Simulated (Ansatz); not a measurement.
Task: a ladder of methods at one geometry of C₃H₆N₂, SMILES CN1C=NC1, with the Ansatz DFT code, driven from Python. Give the script and its output. Level of theory (for the species named): HSE06, def2-SVP basis, multiplicity 1. The script varies functional: hse06, pbe0, pbe, lda, r2scan0, lc_wpbe.

Script `c3h6n2_methods.py`:
```python
"""C3H6N2 at several levels of theory."""

from dataclasses import dataclass
from pathlib import Path
import warnings

import ansatz as az
import numpy as np
from rdkit import Chem
from rdkit.Chem import AllChem


@dataclass(frozen=True)
class RunConfig:
    basis_set: str = "def2-SVP"


cfg = RunConfig()


def main() -> None:
    warnings.simplefilter("ignore", az.DeckWarning)

    # a force-field geometry from the SMILES
    rd = Chem.AddHs(Chem.MolFromSmiles("CN1C=NC1"))
    AllChem.EmbedMolecule(rd, randomSeed=727)
    AllChem.UFFOptimizeMolecule(rd)
    geometry = az.Crystal.molecule()
    for atom, xyz in zip(rd.GetAtoms(), rd.GetConformer().GetPositions()):
        geometry = geometry.atom(atom.GetSymbol(), xyz.round(5).tolist())

    calculation = geometry.calculation().basis(gaussian=cfg.basis_set)

    print("functional    E (Ha)        dipole (D)   HOMO (eV)  LUMO (eV)")
    for name in ["hse06", "pbe0", "pbe", "lda", "r2scan0", "lc_wpbe"]:
        summary = calculation.functional(name).forces().orbitals().run(runs_dir="runs").report
        lines = Path(summary["orbitals_path"]).read_text().splitlines()
        field_of = lambda key: [line.split("=")[1].strip() for line in lines if line.startswith(key)]
        orbitals = [(27.211386 * float(e), s, float(n)) for e, s, n in zip(field_of("Ene="), field_of("Spin="), field_of("Occup="))]
        homo = max(e for e, _, n in orbitals if n > 0.5)
        lumo = min(e for e, _, n in orbitals if n < 0.5)
        dipole = 4.803205 * np.linalg.norm(summary["charge_distribution"]["dipole_moment_e_ang"])
        print(f"{name:10s} {summary['free_energy_ev'] / 27.211386246:14.6f} {dipole:9.3f} {homo:11.3f} {lumo:10.3f}")


if __name__ == "__main__":
    main()
```

Running `python c3h6n2_methods.py` prints:
```text
functional    E (Ha)        dipole (D)   HOMO (eV)  LUMO (eV)
hse06         -226.897219     3.284      -5.727     -0.152
pbe0          -226.909372     3.285      -6.129      0.235
pbe           -226.894683     3.200      -4.822     -0.710
lda           -225.196181     3.306      -4.953     -0.849
r2scan0       -227.006227     3.343      -6.319      0.311
lc_wpbe       -227.031251     3.311      -8.845      2.600
```

Reading the output:
- Total energies depend on the basis set; only differences at equal settings carry meaning.
- The geometry is a force-field or estimated start, not a minimum of this method, and the basis set is short of its limit. A lower total doesn't mark the better method: functionals have no common bound, and MP2 and coupled cluster aren't variational.
- Levels such as HOMO and LUMO are orbital energies: with these approximate functionals they aren't the ionisation energy and electron affinity, and their gap isn't the fundamental gap.
- hse06 follows the composition of plane-wave codes, whose totals differ by tens of mHa, up to about 0.1 Ha, from the form usual in Gaussian-basis programs (wpbeh).
- Finished in 24 s on 1 thread of Arm Neoverse V2 (shared host), peak memory 0.33 GiB.
